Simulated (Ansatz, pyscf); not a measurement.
`[NH2][AlH2]` -> `[NH2][AlH2]`, a concerted two-bond exchange on the singlet surface: H–N, Al–H broken, H–N, Al–H formed. PySCF, gas phase, ωB97X-D3(BJ)/def2-SVP geometries. Wave-function energies: Ansatz (an electronic-structure program), frozen core, RHF or UHF references. In kcal/mol, from the reactant's lowest minimum found.

```
level                  barrier  reaction energy
---------------------  -------  ---------------
r²SCAN/def2-TZVP        118.68             0.00
PBE0-D3(BJ)/def2-TZVP   122.97             0.00
CCSD(T)/cc-pV(D+d)Z     118.83             0.00
CCSDT(Q)/cc-pV(D+d)Z    117.89             0.00
CCSD(T)/cc-pV(T+d)Z     122.39             0.00
CCSD(T)/cc-pV(Q+d)Z     123.06             0.00
```

In cc-pV(D+d)Z, going from CCSD(T) to CCSDT(Q) shifts the barrier by -0.94 and the reaction energy by 0.00 kcal/mol. With HF in the quadruple-zeta basis and the correlation energy extrapolated as X⁻³ from X = 3, 4, CCSD(T) gives 123.23 and 0.00; adding the double-zeta shift gives ΔE‡ = 122.29 and ΔE = 0.00 kcal/mol, without core correlation, relativity or geometry relaxation at these levels. The same reactants have a lower exit, to AlH [singlet] + NH₃ (barrier +74.07 kcal/mol at ωB97M-D3(BJ), against +124.93 kcal/mol here). One saddle was located; it need not be the lowest between these sides. One closed-shell reference is unstable to symmetry breaking; treat the single-reference values with care. The CCSD(T) − MP2 part came from Ansatz, without density fitting, on the same reference. The largest closed-shell T1 diagnostic is 0.060, which may signal static correlation.
